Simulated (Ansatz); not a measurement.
This geometry of AlH6NO (9 atoms, charge 0, multiplicity 1) is a first-order saddle point.

All numbers below come from RKS PBE0-D4/cc-pVDZ (Ansatz).

```xyz
9
Properties=species:S:1:pos:R:3
Al -0.024 0.174 0.147
N -0.028 0.111 2.078
H -0.777 -0.384 2.561
H 0.836 -0.079 2.586
H 1.409 0.000 -0.530
H -1.393 -0.348 -0.497
O -0.269 2.046 0.686
H -1.115 2.485 0.530
H -0.265 1.471 1.658
```

Question: Which two structures does it join? (They come from a converged band through this point; their orientation in space is the band's.)

Answer: Bonds broken: O7–H9. Bonds formed: N2–H9.

First end point:

```xyz
9
Properties=species:S:1:pos:R:3
Al -0.010 0.117 0.229
N -0.009 0.022 2.103
H -0.752 -0.497 2.570
H 0.857 -0.204 2.592
H 1.403 0.015 -0.504
H -1.398 -0.297 -0.459
O -0.273 2.103 0.645
H -1.146 2.471 0.453
H -0.298 1.747 1.591
```

Last end point:

```xyz
9
Properties=species:S:1:pos:R:3
Al -0.175 0.442 0.100
N -0.012 0.127 2.139
H -0.701 -0.509 2.543
H 0.910 -0.152 2.475
H 1.307 0.120 -0.441
H -1.392 -0.519 -0.334
O -0.562 2.133 0.467
H -0.792 2.764 -0.219
H -0.208 1.070 2.491
```

Question: How far does it lie above each of them?

Answer: 0.9 kcal/mol above the first and 18.1 kcal/mol above the second. This is the barrier of this one path; another mechanism may lie lower. The orbitals stay closed-shell, which can raise the energy where a bond breaks towards radicals; this wasn't checked here.

Run time: 4.3 min on 1 thread of Arm Neoverse V1, on a shared host, peak memory 0.14 GiB.
